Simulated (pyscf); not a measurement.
A first-order saddle from PySCF, ωB97X-D3(BJ)/def2-SVP:

```
Ti
Cl 1 2.1442
Cl 1 2.1581 2 112.67
Cl 1 2.1582 2 112.64 3 -124.04
S 1 2.2204 2 105.11 4 -118.02
H 5 1.4153 1 88.32 2 -179.49
H 6 1.2730 1 120.07 2 -179.29
```
Charge 0, spin multiplicity 2.

Surface: doublet, charge 0. Lowest wavenumbers (cm⁻¹): 919i, 42, 106, 119, 125.

Task: What reaction is this the transition state of?

Result: [S–Ti(Cl)(Cl)–Cl]• + H₂ <-> HS–Ti(Cl)(Cl)–Cl + H•, a hydrogen abstraction read from left to right: H–H broken and H–S formed. At ωB97M-D3(BJ)/def2-TZVP it lies +73.7 kJ/mol from the left side and +12.4 kJ/mol from the right (each side as separated species at their lowest minima found). This is the saddle that the search found; another between the same sides may lie lower. The angle at the transferred H is 179°. Open-shell species with a d-block atom are single-reference here; other states, and whether the spin sits on metal or ligand, were not checked.
